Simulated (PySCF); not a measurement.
Species: C5H10O (charge +1 and doublet state).
Z-matrix (Å and degrees, GFN2-xTB geometry), rows numbered from 1:
```
C 
C   1  1.3677
O   2  1.2995  1  120.29
C   3  1.4045  2  122.99  1   179.81
C   4  1.5364  3  107.22  2  -121.47
C   4  1.5363  3  107.18  2   121.53
H   1  1.0770  2  120.90  3  -179.86
H   1  1.0793  2  120.64  3     0.00
H   2  1.0905  1  121.08  3   179.98
H   4  1.0977  3  111.04  2    -0.01
H   5  1.0884  4  109.47  3    63.27
H   5  1.0871  4  110.98  3   -56.87
H   5  1.0861  4  108.82  3  -176.68
H   6  1.0872  4  110.93  3    55.86
H   6  1.0886  4  109.50  3   -64.20
H   6  1.0861  4  108.90  3   175.64
```

The hyperfine couplings belong to this conformer and change with its torsions.

Identity: `[CH2+][CH]OC(C)C` [radical] (charge +1).

Theory: PySCF, UKS B3LYP, pcH-1 on C H O, non-relativistic, mean-field spin-orbit, GIAO. Isolated species at its GFN2-xTB geometry (one conformer only). The geometry wasn't refined by DFT: couplings that depend on bond lengths, twists or pyramidal angles can differ widely from those at the functional's own minimum, by a factor of two or more for some ions and for spin on atoms past the first row. The SCF solution wasn't tested for stability.

(1) Give the principal g shifts and their parts.

(2) What effective moment and Curie constant follow for a powder?

(3) At 9.347 GHz, how far is the centre of the isotropic spectrum from where a free electron (g = 2.002319) resonates?

(4) What are the electron Larmor frequencies g μB B/h along the three axes at 1200 mT?

(5) In a frozen sample, at which fields do the three g values resonate at 9.5, 34, 94 and 263 GHz (hyperfine left aside), and which band first spreads them over more than twice a line width of 0.3 mT?

Answers

(1) 
| Δg (ppm) | 1 | 2 | 3 |
| --- | --- | --- | --- |
| relativistic mass correction | -209 | -209 | -209 |
| gauge correction | -2 | 45 | 46 |
| orbital Zeeman/spin–orbit | 24 | 1997 | 3913 |
| total | -186 | 1833 | 3750 |

So g = 2.00213, 2.00415, 2.00607 and g_iso = 2.00412; the tensor is rhombic: the two nearest values differ by 49 % of g3 − g1. Axes: g2 points within 10° of the C1–H8 bond.

(2) With the mean of g² = 4.0165 and S(S+1) = 0.75: μ_eff = √(⟨g²⟩S(S+1)) = 1.736 μB and χT = 0.12505·⟨g²⟩·S(S+1) = 0.377 cm³ K/mol (cgs; spin-Hamiltonian part alone).

(3) B = hν/(g μB) with μB/h = 13.99624 MHz/mT gives 333.52 mT for the free electron and 333.22 mT at g_iso, 0.30 mT lower.

(4) 33.6268, 33.6607, 33.6929 GHz for g1, g2 and g3, a range of 66.1 MHz.

(5) 
```csv
band,GHz,B(g3) mT,B(g2) mT,B(g1) mT,spread mT
X,9.5,338.35,338.67,339.02,0.67
Q,34.0,1210.94,1212.09,1213.32,2.38
W,94.0,3347.88,3351.09,3354.47,6.58
J,263.0,9366.95,9375.91,9385.37,18.42
```

The spread grows in proportion to the frequency. X band is the first where it exceeds 0.6 mT.

The largest Mulliken spin populations are on C1 (+0.64) and O3 (+0.30). The angles at C1 add up to 360.0°, so it is planar; its axial dipolar tensor and the negative couplings of its protons fit spin in a p orbital normal to that plane.

The HOMO–LUMO gaps are 6.81 eV among the α and 3.51 eV among the β orbitals.

The SMILES draws the unpaired electron on C2; the largest computed Mulliken spin population is on C1 (0.64 against 0.03).
